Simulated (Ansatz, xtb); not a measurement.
## Two isomers of BClH3Si+

Structure a is `[SiH3][B+]Cl`, a singlet and structure b is `B[SiH+]Cl`, a singlet. Both are isolated ions in the gas phase, relaxed with B3LYP/6-31G*, each in the lowest conformer that the search found.

Energies in hartree; the thermal terms are from B3LYP/6-31G* harmonic frequencies (ideal gas, rigid rotor, one conformer each, 298.15 K, 1 atm) and include the zero-point energy:

```
                                a           b
E, CCSD(T)/def2-TZVPP  −775.062362  −775.052216
    zero-point energy     0.029066     0.030040
         H(298 K) − E     0.034824     0.035958
         G(298 K) − E     0.002646     0.002199
```

Q: Work out ΔE, ΔE₀, ΔH and ΔG for a → b in kcal/mol (1 Eh = 627.51 kcal/mol) and the equilibrium ratio [b]/[a].

A: 1. ΔE = −775.052216 − (−775.062362) = +0.010146 Eh = +6.37 kcal/mol.
2. ΔE₀ = ΔE + ΔZPE = +0.010146 + (+0.000974) Eh = +6.98 kcal/mol.
3. ΔH = ΔE + (+0.001134) Eh = +7.08 kcal/mol.
4. ΔG = ΔE + (−0.000447) Eh = +6.09 kcal/mol, so ΔS = (ΔH − ΔG)/T = +13.9 J/(mol K).
5. kT = 0.9442 mEh, so K = [b]/[a] = exp(−ΔG/kT) = exp(−10.27) ≈ 3.5 × 10^−5.

Structure a is favoured at this temperature. An error of 1 kcal/mol in ΔG would change K by a factor of 5.4. GFN2-xTB, HF/STO-3G gave ΔE the other sign. Mirror images and further conformers aren't counted.

As drawn, b has 1 Cl–Si, 2 B–H in place of 1 B–Cl, 2 Si–H.

Other levels gave ΔE = −29.1 (GFN2-xTB); −19.5 (HF/STO-3G, GFN2-xTB geometries); +4.4 (r2SCAN-D4/def2-SVP, GFN2-xTB geometries); +5.3 (B3LYP/6-31G*); +1.9 (HF/def2-TZVPP); +4.9 (MP2/def2-TZVPP) kcal/mol. The correlated steps freeze 11 core orbitals. Programs: Ansatz 0.2.0, xtb 6.7.1.
